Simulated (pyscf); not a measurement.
Elementary routes open to CH₄ + H₃C–AlH–NH₂ in the gas phase (singlet surface):
A. H₃C–AlH–CH₃ + NH₃ (C–H, Al–N broken; Al–C, H–N formed)
B. H₃C–Al(CH₃)–NH₂ + H₂ (C–H, Al–H broken; Al–C, H–H formed)

PySCF, gas phase, ωB97X-D3(BJ)/def2-SVP geometries.

### Question
Rank the routes by free-energy barrier at 600 K, lowest first, for ωB97M-D3(BJ)/def2-TZVP energies (ideal gas, 1 atm, RRHO with modes under 100 cm⁻¹ raised to 100, one conformer, R ln 2 for chiral ones without a mode under 150 cm⁻¹).

### Answer
A (2.09 eV), B (2.41 eV)

Route A is the fastest of these, ahead of the next by 0.32 eV. The most stable products are those of B (ΔG = +0.24 eV), whose barrier is 0.32 eV higher: the kinetic and the thermodynamic product differ. At 1200 K A is still the fastest. A: On the product side the descent ends in an adduct with a Al–N contact (not fully relaxed), 1.25 eV under the separated species and 1.40 eV under the saddle at ωB97X-D3(BJ)/def2-TZVP. Only these routes are compared; each barrier is that of the saddle found, and lower ones may exist.
